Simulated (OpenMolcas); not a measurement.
[CF3]+ (SMILES F[C+](F)F): methods side by side

[CF3]+: 4 atoms, total charge +1, spin state singlet. As SMILES, `F[C+](F)F`. The shape is that of a PBE0-D4/def2-TZVP optimisation.

Quantity: the vertical electron affinity (to the doublet neutral), in eV. The values are calculated.

The electron affinity is E(neutral) − E(anion): positive where the electron is bound.

| level | kind | program | value (eV) | CPU time (all runs) |
| --- | --- | --- | --- | --- |
| HF/def2-SVPD | Hartree–Fock | OpenMolcas | 7.17 | 33 s |
| SVWN5/def2-SVPD | LDA | OpenMolcas | 7.32 | 65 s |
| BLYP/def2-SVPD | GGA | OpenMolcas | 7.10 | 83 s |
| revPBE/def2-SVPD | GGA | OpenMolcas | 7.05 | 85 s |
| M06-L/def2-SVPD | meta-GGA | OpenMolcas | 7.04 | 1.8 min |
| r2SCAN/def2-SVPD | meta-GGA | OpenMolcas | 7.35 | 1.9 min |
| BHLYP/def2-SVPD | global hybrid | OpenMolcas | 7.65 | 82 s |
| PBE0/def2-SVPD | global hybrid | OpenMolcas | 7.44 | 79 s |

The values span 7.04 to 7.65 eV. Times are those of the runs behind each value, whatever else they computed, on shared processors of several kinds: orders of magnitude only.
